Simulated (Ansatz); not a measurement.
`C=C1CC(C#N)C1` + H₂O → `N#CO` + `C=C1CCC1` at 400 K and 1 bar (formal hydrolysis of a C–C bond).

Gas-phase electronic energies from Ansatz, PBE0-D4/def2-TZVP geometries. CCSD(T)/CBS adds triple-zeta CCSD(T) − MP2 to the extrapolated MP2 energy (def2 sets, frozen cores). This one scheme is used for every species. Each species was taken in one conformer, which may not be the lowest.

| species | CCSD(T)/CBS energy (Eh) | H − E (kJ/mol) | S (J/(mol·K)) |
| --- | --- | --- | --- |
| `C=C1CC(C#N)C1` | -287.16522 | 332.4 | 374.6 |
| H₂O | -76.37941 | 69.8 | 198.6 |
| `N#CO` | -168.48100 | 73.4 | 255.2 |
| `C=C1CCC1` | -195.02695 | 328.2 | 327.8 |

H − E and S are ideal-gas, rigid-rotor, harmonic terms from PBE0-D4/def2-TZVP, for one conformer and one mirror image of each species. 1 Eh = 2625.50 kJ/mol, R = 8.31446 J/(mol·K).

Question: By hand: ΔE, ΔH, ΔS and ΔG.

Answer: ΔE = (-168.48100) + (-195.02695) − (-287.16522) − (-76.37941) = 0.03668 Eh = 96.3 kJ/mol. Δ(H − E) = 73.4 + 328.2 − 332.4 − 69.8 = -0.6, so ΔH = 95.7 kJ/mol. ΔS = 255.2 + 327.8 − 374.6 − 198.6 = 9.8 J/(mol·K). ΔG = 95.7 − 400 × (9.8)/1000 = 91.8 kJ/mol.

Question: By hand: the equilibrium constant, and the temperature at which ΔG would vanish if ΔH and ΔS stayed fixed.

Answer: log₁₀ K = −ΔG/(RT ln 10) = -12.0. ΔG = 0 at ΔH/ΔS = 9765 K, far beyond where these terms or the molecules hold.

The number of gas molecules stays the same, so ΔS is small and ΔH decides. A doubt of 5 kJ/mol in ΔE shifts log₁₀ K by 0.7 here. Other conformers and mirror images would add mixing entropy, several J/(mol·K) or more a flexible species. These are equilibria of isolated gas molecules and say nothing of rates. Largest T1 diagnostic: 0.014 (customary marks: 0.02 for closed shells, 0.045 for open ones).
